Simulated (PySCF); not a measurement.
Work out the structure from these simulated measurements.

Formula: C2H2Cl4.

- NMR, other nuclei: isotropic shieldings of nuclei other than C and H, by class: 668 (4 Cl) ppm [GIAO PBE0/pcSseg-2]
- Triplet: lowest triplet excitation (Tamm–Dancoff): 6.20 eV [TDA CAM-B3LYP/aug-cc-pVTZ]
- Rotational structure: rotational constants A, B, C: 1.686, 1.348, 0.767 GHz [PBE0-D3(BJ)/def2-TZVP]
- UV, first state: lowest singlet excitation: 6.91 eV (179 nm, f = 0.020) [TDDFT CAM-B3LYP/aug-cc-pVTZ]
- 1H NMR: chemical shifts (computed TMS as zero) by class: 5.68 (2 H) ppm [GIAO PBE0/pcSseg-2]
- Dipole: 0.00 D [CAM-B3LYP/aug-cc-pVTZ]
- Polarisability: 80.8 au [CAM-B3LYP/aug-cc-pVTZ]
- 13C NMR: chemical shifts (computed TMS as zero) by class: 89.6 (2 C) ppm [GIAO PBE0/pcSseg-2]

Electronic properties: PySCF, gas phase, density fitting. Levels stand in brackets. The structure is a single PBE0-D3(BJ)/def2-TZVP conformer in the gas phase; no vibrational or solvent corrections. NMR classes are plain means over equivalent atoms (diastereotopic ones count apart unless rotation or inversion swaps them), as if these changed places fast.

Question: Give a SMILES that accounts for the data.

Answer: Numbering: `[Cl:1][CH:2]([Cl:3])[CH:4]([Cl:5])[Cl:6]`. Its formula, C2H2Cl4, gives 0 degrees of unsaturation, so no ring and no π bond. 2 carbons fall into 1 class: CHCl2 carbon [C2/C4] (89.6 ppm, 2 C). All hydrogens form one class (5.68 ppm): methine hydrogen. The other shieldings belong to: 668 ppm, alkyl chlorine [Cl1/Cl3/Cl5/Cl6]. The vanishing dipole is forced by symmetry. The optimised geometry has point group C2h and is an asymmetric top. Structure: `ClC(Cl)C(Cl)Cl`. The assignments are read from this structure; whether some other isomer fits the data as well wasn't checked. NMR values of atoms bound to several Cl lack the spin–orbit term that these neighbours bring.

The values belong to the conformer `[Cl:1][CH:2]([Cl:3])[CH:4]([Cl:5])[Cl:6]`: Cl1–C2–C4–Cl5 -179°.
